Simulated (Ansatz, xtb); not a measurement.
**H2N2S: which of two isomers lies lower**

Structure a is `NN=S`, a singlet and structure b is `[H]/N=N/S`, a singlet. Both are isolated molecules in the gas phase, relaxed with PBE0-D3(BJ)/def2-SVP; the shapes shown needn't be the lowest conformers.

a (Å):

```xyz
5

N     0.4203   -0.7986   -0.2168
N     0.8284    0.2452   -0.8442
S    -0.9674   -1.4761   -0.6614
H     0.2817    0.6438   -1.6169
H     1.7069    0.6592   -0.5494
```

b (Å):

```tsv
atom	x (Å)	y (Å)	z (Å)
N	0.2547	0.5492	1.3409
N	0.8351	-0.1751	0.5346
S	-0.2492	-1.0960	-0.4742
H	0.7698	-1.6840	-1.1338
H	1.0016	1.0323	1.8686
```

Quicker runs give these differences E(b) − E(a): GFN2-xTB +0.492 eV; HF/STO-3G −0.547 eV (at GFN2-xTB geometries); r2SCAN-D4/def2-SVP +0.317 eV (at GFN2-xTB geometries).

**Question.** Estimate which is lower in electronic energy at CCSD(T)/def2-TZVPP, and by roughly how much.

**Answer.** Too close to call at this level: CCSD(T)/def2-TZVPP gives E(b) − E(a) = 0.000 eV.

The same difference at several levels:

```
               level              geometry  E(b) − E(a) (eV)  departure from the last row (eV)  job, with rough time for the two
            GFN2-xTB              GFN2-xTB              +0.492                            +0.492              optimisation, 0.12 s
           HF/STO-3G              GFN2-xTB              −0.547                            −0.547              single point, 0.16 s
  r2SCAN-D4/def2-SVP              GFN2-xTB              +0.317                            +0.317                 single point, 1 s
PBE0-D3(BJ)/def2-SVP  PBE0-D3(BJ)/def2-SVP              +0.197                            +0.197               optimisation, 6.9 s
       HF/def2-TZVPP  PBE0-D3(BJ)/def2-SVP              −0.128                            −0.128           part of the CCSD(T) run
      MP2/def2-TZVPP  PBE0-D3(BJ)/def2-SVP              +0.093                            +0.093           part of the CCSD(T) run
  CCSD(T)/def2-TZVPP  PBE0-D3(BJ)/def2-SVP               0.000                                                  single point, 16 s
```

As drawn, b has 1 N=N, 1 N–S, 1 S–H in place of 1 N–N, 1 N=S, 1 N–H.

The largest departure from CCSD(T)/def2-TZVPP is that of HF/STO-3G, 0.547 eV.

With harmonic frequencies from PBE0-D3(BJ)/def2-SVP (ideal gas, rigid rotor, one conformer each, 298.15 K, 1 atm): on the last row, ΔE + ΔZPE = −0.083, ΔH = −0.079, ΔG = −0.087 eV.

The T1 diagnostic of structure a is large, so the coupled-cluster value is less sure. The correlated steps freeze 7 core orbitals. Run with Ansatz 0.2.0, xtb 6.7.1; the last row on 1 thread of Intel(R) Xeon(R) 6975P-C (Granite Rapids) on a shared host.
